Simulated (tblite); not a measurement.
A geometry optimisation, step by step.

Compound: C₄H₈OS (charge -1 and doublet state).
SMILES with atom numbers: `[CH3:1][CH2:2][C:3]([S-:4])[O:5][CH3:6]` (hydrogens: H7, H8, H9 on C1; H10, H11 on C2; H12, H13, H14 on C6)

Computed with GFN2-xTB (tblite), gas phase: L-BFGS steps from a force-field or distance-geometry start until the largest atomic force falls under 0.01 eV/Å. 10 of its 221 geometries are shown.

Step 0: E = -546.3617 eV, largest atomic force 2.479 eV/Å
```
atom  x, y, z in Å  |  force x, y, z in eV/Å
C1     -1.995   -0.054    0.263   -1.459   0.632   1.592
C2     -0.563    0.287    0.023    0.184   0.695   0.374
C3      0.218   -0.705   -0.780   -1.302  -0.158  -2.104
S4     -0.414   -0.946   -2.435    0.106  -0.277   1.202
O5      1.515   -0.224   -0.929    1.635   0.018   0.673
C6      2.104    0.015    0.318    0.797  -0.033  -0.284
H7     -2.631    0.788   -0.114    0.167  -1.018   0.283
H8     -2.315   -1.011   -0.124    0.073   0.055  -0.438
H9     -2.132   -0.113    1.385   -0.313   0.059  -0.952
H10    -0.533    1.244   -0.528    0.170   0.113   0.188
H11    -0.084    0.465    1.017   -0.213  -0.061  -0.571
H12     1.670   -0.670    1.093    0.640   0.439  -0.410
H13     1.959    1.080    0.625    0.139  -0.500   0.032
H14     3.200   -0.156    0.165   -0.623   0.035   0.415
```

Step 24: E = -546.9565 eV, largest atomic force 0.111 eV/Å
```
atom  x, y, z in Å  |  force x, y, z in eV/Å
C1     -2.068   -0.041    0.242   -0.012   0.003  -0.001
C2     -0.634    0.463    0.047   -0.034   0.032   0.019
C3      0.157   -0.518   -0.790   -0.018  -0.033   0.040
S4     -0.531   -1.164   -2.200    0.005  -0.087  -0.037
O5      1.565   -0.260   -0.901    0.058   0.065   0.037
C6      2.237   -0.049    0.291    0.051   0.036   0.055
H7     -2.798    0.663   -0.156    0.014  -0.016  -0.008
H8     -2.164   -0.977   -0.305   -0.097   0.033  -0.028
H9     -2.309   -0.222    1.291    0.070   0.024   0.009
H10    -0.643    1.466   -0.418   -0.052   0.024  -0.039
H11    -0.149    0.593    1.023    0.009  -0.043   0.041
H12     1.920   -0.728    1.100   -0.019  -0.031  -0.105
H13     2.112    0.986    0.656    0.025  -0.006   0.019
H14     3.303   -0.214    0.096    0.000  -0.002  -0.002
```

Step 49: E = -547.0530 eV, largest atomic force 0.353 eV/Å
```
atom  x, y, z in Å  |  force x, y, z in eV/Å
C1     -2.210    0.003    0.121   -0.034  -0.030   0.048
C2     -0.818    0.619    0.048   -0.033   0.050  -0.150
C3      0.199   -0.295   -0.578   -0.090  -0.301  -0.135
S4     -0.134   -1.783   -1.336    0.064   0.292   0.188
O5      1.468    0.306   -0.726    0.025  -0.032  -0.002
C6      2.423   -0.127    0.212   -0.013   0.019  -0.004
H7     -3.006    0.739   -0.033    0.140   0.002   0.047
H8     -2.274   -0.751   -0.665   -0.041   0.007   0.086
H9     -2.377   -0.481    1.080    0.007  -0.095   0.009
H10    -0.880    1.534   -0.561    0.047   0.200  -0.046
H11    -0.442    0.941    1.040   -0.194  -0.065  -0.065
H12     2.130   -1.088    0.652    0.103   0.026  -0.080
H13     2.532    0.612    1.024    0.012  -0.027   0.022
H14     3.386   -0.228   -0.302    0.009  -0.046   0.080
```

Step 73: E = -547.1936 eV, largest atomic force 0.066 eV/Å
```
atom  x, y, z in Å  |  force x, y, z in eV/Å
C1     -2.272    0.011    0.013    0.011  -0.010  -0.005
C2     -0.936    0.733   -0.078   -0.006  -0.006  -0.005
C3      0.192   -0.196   -0.455   -0.063  -0.009   0.017
S4      0.085   -1.877   -0.262    0.009   0.034   0.011
O5      1.445    0.503   -0.370    0.019  -0.017  -0.029
C6      2.528   -0.208    0.140    0.012  -0.005   0.003
H7     -3.079    0.697    0.279    0.011   0.019  -0.011
H8     -2.500   -0.461   -0.940   -0.021   0.003  -0.015
H9     -2.207   -0.775    0.761   -0.022  -0.006   0.002
H10    -1.002    1.539   -0.829    0.023  -0.026   0.041
H11    -0.725    1.230    0.888    0.018  -0.015  -0.015
H12     2.322   -1.285    0.105   -0.003   0.008   0.006
H13     2.731    0.080    1.185   -0.001  -0.002   0.025
H14     3.418    0.008   -0.462    0.012   0.031  -0.026
```

Step 98: E = -547.2341 eV, largest atomic force 0.096 eV/Å
```
atom  x, y, z in Å  |  force x, y, z in eV/Å
C1     -2.304    0.102   -0.117    0.004   0.007  -0.011
C2     -0.887    0.633    0.063    0.028   0.013   0.015
C3      0.148   -0.412   -0.261   -0.030  -0.060  -0.036
S4      0.119   -1.945    0.467    0.013   0.068   0.017
O5      1.365    0.175   -0.717    0.052   0.070  -0.041
C6      2.516   -0.169   -0.007    0.006  -0.019   0.038
H7     -3.041    0.857    0.164   -0.033  -0.023  -0.003
H8     -2.464   -0.188   -1.153   -0.029  -0.004  -0.012
H9     -2.434   -0.779    0.506   -0.002  -0.019   0.006
H10    -0.720    1.488   -0.605    0.020   0.006   0.006
H11    -0.792    1.010    1.100    0.027  -0.006   0.024
H12     2.689   -1.252   -0.037    0.007  -0.006  -0.013
H13     2.445    0.127    1.051   -0.005   0.021   0.005
H14     3.359    0.354   -0.474   -0.058  -0.048   0.006
```

Step 122: E = -547.2399 eV, largest atomic force 0.034 eV/Å
```
atom  x, y, z in Å  |  force x, y, z in eV/Å
C1     -2.308    0.081   -0.135    0.001   0.024   0.014
C2     -0.911    0.667    0.035    0.009  -0.001   0.011
C3      0.154   -0.368   -0.230   -0.009  -0.032   0.000
S4      0.157   -1.831    0.634    0.002   0.020  -0.003
O5      1.377    0.251   -0.648    0.004   0.004   0.024
C6      2.528   -0.202   -0.011    0.015   0.008  -0.029
H7     -3.076    0.770    0.222   -0.003   0.017  -0.016
H8     -2.500   -0.149   -1.182    0.000  -0.024  -0.008
H9     -2.370   -0.844    0.435    0.013  -0.008  -0.003
H10    -0.754    1.498   -0.664   -0.010   0.005   0.012
H11    -0.830    1.083    1.058   -0.002  -0.007  -0.009
H12     2.649   -1.286   -0.130   -0.013   0.004   0.016
H13     2.506    0.019    1.067    0.006  -0.018  -0.017
H14     3.378    0.312   -0.472   -0.012   0.007   0.008
```

Step 147: E = -547.2623 eV, largest atomic force 0.038 eV/Å
```
atom  x, y, z in Å  |  force x, y, z in eV/Å
C1     -2.243    0.012   -0.332    0.006   0.001   0.004
C2     -0.993    0.737    0.173   -0.003   0.001   0.007
C3      0.182   -0.196    0.241   -0.002  -0.018   0.013
S4      0.311   -1.338    1.496    0.003   0.029  -0.025
O5      1.347    0.424   -0.326   -0.031  -0.003  -0.002
C6      2.510   -0.314   -0.171    0.008  -0.004  -0.002
H7     -3.122    0.658   -0.296    0.000   0.005   0.008
H8     -2.098   -0.324   -1.358    0.007  -0.014  -0.012
H9     -2.418   -0.862    0.291   -0.004   0.007   0.007
H10    -0.737    1.561   -0.502    0.000   0.000  -0.002
H11    -1.228    1.170    1.160    0.002  -0.003  -0.003
H12     2.381   -1.348   -0.521    0.003   0.007  -0.010
H13     2.817   -0.360    0.883   -0.002  -0.011   0.013
H14     3.289    0.180   -0.760    0.014   0.002   0.005
```

Step 171: E = -547.2733 eV, largest atomic force 0.085 eV/Å
```
atom  x, y, z in Å  |  force x, y, z in eV/Å
C1     -2.134   -0.027   -0.435    0.024  -0.010  -0.018
C2     -1.030    0.756    0.296   -0.003  -0.015  -0.001
C3      0.199   -0.075    0.512   -0.006  -0.045   0.027
S4      0.577   -0.712    2.044   -0.025   0.061  -0.053
O5      1.223    0.297   -0.424    0.017  -0.042   0.034
C6      2.402   -0.429   -0.305   -0.017   0.010   0.007
H7     -3.020    0.591   -0.601    0.022  -0.008   0.026
H8     -1.768   -0.376   -1.400    0.006   0.016   0.002
H9     -2.415   -0.897    0.155   -0.012   0.007   0.004
H10    -0.774    1.640   -0.303    0.014  -0.002   0.015
H11    -1.427    1.091    1.261   -0.010  -0.006  -0.018
H12     2.336   -1.410   -0.807   -0.031   0.039   0.016
H13     2.628   -0.605    0.756    0.017   0.001  -0.051
H14     3.203    0.155   -0.770    0.004  -0.007   0.010
```

Step 196: E = -547.2858 eV, largest atomic force 0.080 eV/Å
```
atom  x, y, z in Å  |  force x, y, z in eV/Å
C1     -2.004   -0.087   -0.488   -0.031  -0.020  -0.028
C2     -1.057    0.789    0.346   -0.043   0.036   0.004
C3      0.234    0.096    0.647   -0.020  -0.045   0.035
S4      0.764   -0.135    2.249   -0.013   0.024  -0.067
O5      1.171    0.290   -0.421   -0.024   0.013   0.030
C6      2.285   -0.539   -0.352   -0.027   0.072   0.021
H7     -2.940    0.436   -0.703    0.004   0.020   0.013
H8     -1.539   -0.356   -1.436    0.026   0.003   0.067
H9     -2.237   -1.000    0.058    0.029   0.007  -0.040
H10    -0.878    1.726   -0.205    0.024  -0.015  -0.015
H11    -1.551    1.039    1.288    0.004  -0.012   0.025
H12     2.100   -1.497   -0.864    0.043  -0.030  -0.002
H13     2.534   -0.742    0.699    0.023   0.015  -0.054
H14     3.119   -0.021   -0.840    0.006  -0.068   0.012
```

Step 220: E = -547.3000 eV, largest atomic force 0.010 eV/Å
```
atom  x, y, z in Å  |  force x, y, z in eV/Å
C1     -1.952   -0.021   -0.576   -0.003   0.000   0.000
C2     -1.093    0.730    0.447    0.002   0.002   0.000
C3      0.210    0.030    0.698   -0.003  -0.001   0.005
S4      0.869   -0.010    2.268   -0.001   0.000   0.002
O5      1.063    0.162   -0.450   -0.006   0.006  -0.005
C6      2.244   -0.561   -0.361   -0.001   0.001  -0.007
H7     -2.892    0.504   -0.763    0.003   0.005  -0.003
H8     -1.407   -0.110   -1.514   -0.001   0.001  -0.003
H9     -2.179   -1.022   -0.214    0.002  -0.006   0.006
H10    -0.930    1.754    0.069   -0.002  -0.002   0.004
H11    -1.627    0.801    1.397    0.004  -0.002  -0.006
H12     2.079   -1.636   -0.546    0.000   0.000   0.003
H13     2.684   -0.452    0.639    0.002  -0.001   0.002
H14     2.933   -0.170   -1.116    0.005  -0.002   0.001
```

Task: Summarise the path.

Result: The energy falls by 90.53 kJ/mol from step 0 to step 220; nine tenths of that is first reached at step 86. It rises by more than 0.2 meV at steps 44, 132, 151, 154, 157, 160, 169 and 200. The largest force goes from 2.479 to 0.010 eV/Å. Among the bonds C3–S4 changes most, from 1.788 to 1.703 Å; the atoms move by 1.614 Å rms after alignment.

What follows is the cost of the whole relaxation. The run took 1.1 s on one thread, Arm Neoverse V1 (aarch64), shared host with 64 logical CPUs at a one-minute load of 13.
